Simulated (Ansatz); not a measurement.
**AlH₂+ (triplet): the correlation ladder at scale of all distances = 1.125, aug-cc-pVTZ**

Aim: climb from Hartree-Fock through coupled cluster and multireference methods for AlH₂+ (triplet) at one geometry and basis, and see what each rung misses.

Computed with Ansatz 0.2.0, Gaussian basis. Level: aug-cc-pVTZ, correlated electrons: outside noble gas.

Plan: UHF; CCSD(T) on ROHF; CCSD(T) on UHF; BCCD(T) on ROHF; CCSDT(Q) on ROHF; CCSDT(Q) on UHF; CASSCF and NEVPT2, 4 electrons in 6 orbitals; Full CI.

### 1 What is computed

The geometry derives from a PBE0/def2-TZVP stationary point (not a proven minimum). All distances are scaled together.

3 atoms, charge 1, spin multiplicity 3.

Atoms are counted from 1 here; the program's logs count them from 0.

Bond lengths: Al1–H2 1.937 Å, Al1–H3 1.937 Å. Angles: H2–Al1–H3 63.0°.

In the tables R marks a restricted open-shell determinant and U an unrestricted one; 'valence' is the active space of 4 electrons in 6 orbitals; correlation energies count from the lowest restricted Hartree-Fock solution.

### 2 UHF

Input file in.yaml:

```yaml
crystal:
  periodic: [false, false, false]
  atoms:
    - {symbol: Al, position_ang: [0.000000, 0.000000, -0.114857]}
    - {symbol: H, position_ang: [0.000000, 1.012026, 1.537308]}
    - {symbol: H, position_ang: [0.000000, -1.012026, 1.537308]}
basis:
  gaussian: {orbitals: aug-cc-pVTZ}
total_charge: 1
magnetization: {spin_polarized: true, initial_magnetization: 2}
hamiltonian: {xc: hf}
output: {orbitals: {seedname: orbitals}}
```

Launch:

```console
> ansatz run in.yaml --threads 1 --pin off --events-out ev --progress --plain --max-ram 2393MiB
```

After this run come: CCSD(T) on ROHF; CCSD(T) on UHF; BCCD(T) on ROHF; CCSDT(Q) on ROHF; CCSDT(Q) on UHF; CASSCF and NEVPT2, 4 electrons in 6 orbitals; Full CI.

**Question.** What will the summary of the whole plan be? Wanted: correlation energy, FCI; RMP2 from FCI; UMP2 from FCI; RCCSD from FCI; RCCSD(T) from FCI; UCCSD(T) from FCI; RCCSDT(Q) from FCI; UCCSDT(Q) from FCI; NEVPT2 valence from FCI.

The runs gave:

| quantity | value |
| --- | --- |
| correlation energy, FCI | -2.0211 eV |
| RMP2 from FCI | +47.1 kJ/mol |
| UMP2 from FCI | +52.3 kJ/mol |
| RCCSD from FCI | +5.7 kJ/mol |
| RCCSD(T) from FCI | +1.4 kJ/mol |
| UCCSD(T) from FCI | +1.4 kJ/mol |
| RCCSDT(Q) from FCI | 0.0 kJ/mol |
| UCCSDT(Q) from FCI | -0.1 kJ/mol |
| NEVPT2 valence from FCI | +21.6 kJ/mol |
| levels of the table within 1 kcal/mol (43 meV) | RCCSD(T), UCCSD(T), BCCD(T), RCCSDT, UCCSDT, RCCSDT(Q), UCCSDT(Q) |
| T1 diagnostic | 0.042 |
| effectively unpaired electrons | 2.04 |

RCCSD(T) lands +1.4 kJ/mol from the yardstick (0.7 % of the correlation energy). The occupations are near whole numbers, but T1 = 0.042 shows that the orbitals relax strongly. These misses are within one basis, not against nature; the frozen cores of restricted and unrestricted runs differ, which can shift their rows.
